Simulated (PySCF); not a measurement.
Molecule: `C=Cc1cc1=O`, C$_{5}$H$_{4}$O.

Bonds (- single, = double, # triple, : aromatic): C1=C2, C2-C3, C3=C4, C4-C5, C5=O6, C5-C3. C1 carries H7, H8; C2 carries H9; C4 carries H10. H7 is cis to C3; H8 is trans to C3.

Frames of a GFN2-xTB Langevin trajectory at 200 K; GIAO PBE0/pcSseg-1 shieldings in PySCF 2.14, gas phase, non-relativistic; equivalent atoms averaged within each frame.

References, each an isolated molecule treated in the same way: TMS for ¹³C (σref 186.93) and ¹H (σref 31.72); H2O for ¹⁷O (σref 336.08). The references are static minima.

Problem. How do the shifts (ppm) fluctuate along the trajectory?

Solution. 
```tsv
time (fs)	C3	C5	C4	C1	C2	O6	H10	H9	H7	H8
optimised geometry	172.8	151.8	155.2	147.9	127.2	329.3	8.66	6.68	6.82	6.63
250	183.7	151.7	151.2	139.4	126.6	325.8	8.08	7.02	6.99	6.49
425	171.6	161.0	152.5	157.2	134.6	355.0	8.72	6.98	7.78	7.19
625	165.6	160.4	179.3	136.9	127.6	358.7	10.53	6.50	6.63	6.14
800	184.5	158.2	157.8	143.2	126.2	350.6	9.03	6.55	6.40	6.49
1000	176.1	151.6	160.8	143.1	130.0	341.7	8.64	6.54	6.94	6.59
mean of frames	176.3	156.6	160.4	144.0	129.0	346.4	9.00	6.72	6.95	6.58
standard deviation	8.0	4.6	11.3	7.8	3.4	13.1	0.92	0.26	0.52	0.38
```

5 frames give an uncertainty of the mean of about the standard deviation over 2.2 at best, since frames this close in time may not be independent; classical motion lacks zero-point vibration, and the reference would need the same averaging.
